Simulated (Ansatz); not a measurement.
**OF⁺, triplet: reading a ladder of total energies**

Geometry: that of the OF⁺, singlet, kept fixed.

| atom | x (Å) | y (Å) | z (Å) |
| --- | --- | --- | --- |
| O | 0.0000 | 0.0000 | 0.0000 |
| F | 0.0000 | 0.0000 | 1.2083 |

Basis 6-31G; Ansatz 0.2.0. Only valence electrons are correlated (noble-gas cores frozen), which leaves 12 electrons in 16 orbitals. Prefix R: restricted or restricted open-shell reference; prefix U: unrestricted.

Full CI is exact within this basis and frozen core; it isn't the basis-set limit. The frozen core follows each run's orbitals, which can shift R against U totals by a few meV.

UCCSD has a T1 diagnostic of 0.048 and a largest doubles amplitude of 0.08.

Runs differ by some tens of microhartree through their thresholds and, for an open shell, their frozen cores, so the step to full CI, which has another core, is uncertain by up to 0.1 kcal/mol.

```
    level  total energy (hartree)
      UHF             -173.605060
     UMP2             -173.813876
    UCCSD             -173.828246
 UCCSD(T)             -173.834267
   UCCSDT             -173.835758
UCCSDT(Q)             -173.836794
  UCCSDTQ             -173.836464
  full CI             -173.836509
```

Q: What is the correlation energy at full CI, and what share of it do UMP2 and UCCSD(T) recover?

A: E(corr) = -173.836509 − (-173.605060) = -0.231449 hartree = -6.298 eV. UMP2: -0.208816 / -0.231449 = 90.22 %. UCCSD(T): -0.229207 / -0.231449 = 99.03 %.

Q: By how many kcal/mol does UCCSD(T) miss full CI (1 hartree = 627.509 kcal/mol), and which steps make up the rest?

A: -173.834267 − (-173.836509) = 0.002242 hartree = 1.41 kcal/mol. Steps: UCCSDT − UCCSD(T) = -0.94, UCCSDT(Q) − UCCSDT = -0.65, UCCSDTQ − UCCSDT(Q) = 0.21, full CI − UCCSDTQ = -0.03 kcal/mol. Differences between like states or geometries often cancel part of this.
